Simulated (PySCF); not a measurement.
Point-charge models of `CCP1CC1` against its computed dipole.

Coordinates (PBE0-D3(BJ)/def2-SVP, Å) and charges (e) from the PBE0/pcSseg-1 density (PySCF):

```tsv
atom	x	y	z	Mulliken	IAO	Hirshfeld	ESP-fitted
C1	-2.103	0.048	0.016	-0.2822	-0.4075	-0.1187	-0.4027
C2	-0.808	-0.516	-0.550	-0.4959	-0.4211	-0.1098	+0.1978
P3	0.457	-0.843	0.783	+0.2831	+0.3842	+0.1054	-0.1817
C4	1.393	0.756	0.731	-0.3852	-0.4271	-0.1237	-0.3196
C5	2.008	-0.332	-0.090	-0.3929	-0.4253	-0.1231	-0.2778
H6	-1.937	1.028	0.490	+0.1190	+0.1367	+0.0367	+0.1181
H7	-2.861	0.180	-0.771	+0.1245	+0.1406	+0.0409	+0.0789
H8	-2.532	-0.618	0.782	+0.1229	+0.1390	+0.0375	+0.1221
H9	-0.383	0.160	-1.311	+0.1374	+0.1288	+0.0374	+0.0278
H10	-0.998	-1.480	-1.054	+0.1518	+0.1430	+0.0370	+0.0285
H11	0.926	1.596	0.206	+0.1512	+0.1469	+0.0449	+0.1512
H12	1.899	1.049	1.657	+0.1572	+0.1566	+0.0450	+0.1709
H13	1.968	-0.243	-1.181	+0.1521	+0.1482	+0.0451	+0.1166
H14	2.935	-0.789	0.273	+0.1570	+0.1570	+0.0455	+0.1699
```

Q: Form Σ q r in debye for every column and set it beside the full dipole.

A: The full density gives (-0.07, 0.78, -1.05) D, 1.31 D in size; dipole vectors point from the negative to the positive end.

| scheme | μx | μy | μz | size (D) | share of the full size (%) | angle to the full dipole (°) |
| --- | --- | --- | --- | --- | --- | --- |
| Mulliken | -0.51 | -0.22 | 0.56 | 0.79 | 60 | 135 |
| IAO | -0.49 | -0.86 | 0.76 | 1.25 | 95 | 151 |
| Hirshfeld | -0.09 | -0.22 | 0.16 | 0.28 | 21 | 153 |
| ESP-fitted | -0.04 | 0.78 | -1.04 | 1.31 | 100 | 1 |

Q: Which set comes closest?

A: Length of the difference vector: ESP-fitted 0.02 D, Hirshfeld 1.57 D, Mulliken 1.95 D, IAO 2.48 D. Closest: ESP-fitted. ESP charges are fitted to the potential around the molecule, whose slowest-falling term is the dipole's. 

Q: What is left for the Hirshfeld atoms' own dipoles?

A: The shares of the density sum to the whole, so what Σ q r misses lies in dipoles about the nuclei. The atomic dipoles sum to (-0.07, 0.78, -1.05) − (-0.09, -0.22, 0.16) = (0.02, 1.00, -1.21) D, 1.57 D in size.

Q: With the origin at the mean of the coordinates, (-0.003, 0.000, -0.001) Å, which are the largest single terms, by size, of the Mulliken dipole along the direction of the full one?

A: P3 -1.57, H9 +0.77, H14 -0.63, H12 -0.60, H11 +0.54 D; all 14 atoms together -0.55 D. The single terms depend on the origin, their sum doesn't.

Q: Give the size of the full dipole in other units.

A: 1.31 D = 0.516 au = 0.273 e·Å = 4.38 × 10⁻³⁰ C·m.

Isolated species at its PBE0-D3(BJ)/def2-SVP geometry (one conformer only).

Shape of the structure used: `[CH3:1][CH2:2][P:3]1[CH2:4][CH2:5]1`: C1–C2–P3–C4 -94°.
